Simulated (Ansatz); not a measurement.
**PH4 (doublet): wave-function methods side by side at distance P1–H3 = 4.874 Å, 6-31G**

Aim: climb from Hartree-Fock through coupled cluster and multireference methods for PH4 (doublet) at one geometry and basis, and see what each rung misses.

Computed with Ansatz 0.2.0, Gaussian basis. Level: 6-31G, core rule «outside noble gas», up to 5 orbitals frozen.

To be run: UHF; CCSD(T) on ROHF; CCSD(T) on UHF; BCCD(T) on ROHF; CISD; CCSDT(Q) on ROHF; CCSDT(Q) on UHF; CISDTQ; CCSDTQ on ROHF; CCSDTQ on UHF; CASSCF and MRCISD+Q, 3 electrons in 3 orbitals; CASSCF and NEVPT2, 3 electrons in 3 orbitals; CASSCF and MRCISD+Q, 9 electrons in 8 orbitals; CASSCF and NEVPT2, 9 electrons in 8 orbitals; Full CI.

21 further runs of the same task are left out: 17 that didn't finish, 4 set aside as unsound or not needed.

**1. What is computed**

The geometry derives from a PBE0/def2-TZVP stationary point (not a proven minimum). One bond is set to the value named and the two fragments are kept rigid.

5 atoms, charge 0, spin multiplicity 2.

Atoms are counted from 1 here; the program's logs count them from 0.

Bond lengths: P1–H2 1.519 Å, P1–H4 1.410 Å, P1–H5 1.519 Å. Angles: H2–P1–H4 92.8°, H2–P1–H5 171.2°, H4–P1–H5 92.8°.

**2. UHF**

The input, in.yaml:

```yaml
crystal:
  periodic: [false, false, false]
  atoms:
    - {symbol: P, position_ang: [0.109889, -0.076289, 0.000000]}
    - {symbol: H, position_ang: [0.225839, -0.076289, -1.514668]}
    - {symbol: H, position_ang: [-3.030169, 3.651434, 0.000000]}
    - {symbol: H, position_ang: [-0.798368, -1.154527, 0.000000]}
    - {symbol: H, position_ang: [0.225839, -0.076289, 1.514668]}
basis:
  gaussian: {orbitals: 6-31G}
magnetization: {spin_polarized: true, initial_magnetization: 1}
hamiltonian: {xc: hf}
output: {orbitals: {seedname: orbitals}}
```

Run with:

```console
> ansatz run in.yaml --threads 1 --pin off --events-out ev --progress --plain --max-ram 2393MiB
```

Further steps of the session: CCSD(T) on ROHF; CCSD(T) on UHF; BCCD(T) on ROHF; CISD; CCSDT(Q) on ROHF; CCSDT(Q) on UHF; CISDTQ; CCSDTQ on ROHF; CCSDTQ on UHF; CASSCF and MRCISD+Q, 3 electrons in 3 orbitals; CASSCF and NEVPT2, 3 electrons in 3 orbitals; CASSCF and MRCISD+Q, 9 electrons in 8 orbitals; CASSCF and NEVPT2, 9 electrons in 8 orbitals; Full CI.

Before running them: what should the planned runs give, taken together? Wanted: FCI below the RHF energy; RMP2 from FCI; UMP2 from FCI; RCCSD from FCI; RCCSD(T) from FCI; UCCSD(T) from FCI; RCCSDT(Q) from FCI; UCCSDT(Q) from FCI; NEVPT2 pair from FCI.

The runs gave:

```
                         quantity                                                                                                                                         value
         FCI below the RHF energy                                                                                                                                    -2.6059 eV
                    RMP2 from FCI                                                                                                                                    +724.2 meV
                    UMP2 from FCI                                                                                                                                    +724.2 meV
                   RCCSD from FCI                                                                                                                                     +47.1 meV
                RCCSD(T) from FCI                                                                                                                                     +14.1 meV
                UCCSD(T) from FCI                                                                                                                                     +14.1 meV
               RCCSDT(Q) from FCI                                                                                                                                      +0.7 meV
               UCCSDT(Q) from FCI                                                                                                                                      +0.7 meV
             NEVPT2 pair from FCI                                                                                                                                    +606.3 meV
           MRCISD+Q pair from FCI                                                                                                                                     -10.1 meV
          NEVPT2 valence from FCI                                                                                                                                    +235.1 meV
levels within 1 kcal/mol (43 meV)  RCCSD(T), UCCSD(T), BCCD(T), RCCSDT, UCCSDT, CISDTQ, RCCSDT(Q), UCCSDT(Q), RCCSDTQ, UCCSDTQ, MRCISD+Q pair, MRCISD valence, MRCISD+Q valence
                    T1 diagnostic                                                                                                                                         0.013
   effectively unpaired electrons                                                                                                                                          1.06
```

**Reading.** RCCSD(T) misses by +14.1 meV, 0.5 % of the correlation energy. MRCISD+Q pair falls below full CI: the +Q correction isn't variational, and the cores differ from full CI's. One determinant dominates. Of the multireference levels listed MRCISD+Q pair comes nearest in total energy (-10.1 meV), which doesn't show that its space is the better one. Coupled cluster took another determinant than the lowest Hartree-Fock one. These misses are within one basis, not against nature; the frozen cores of restricted and unrestricted runs differ, which can shift their rows.
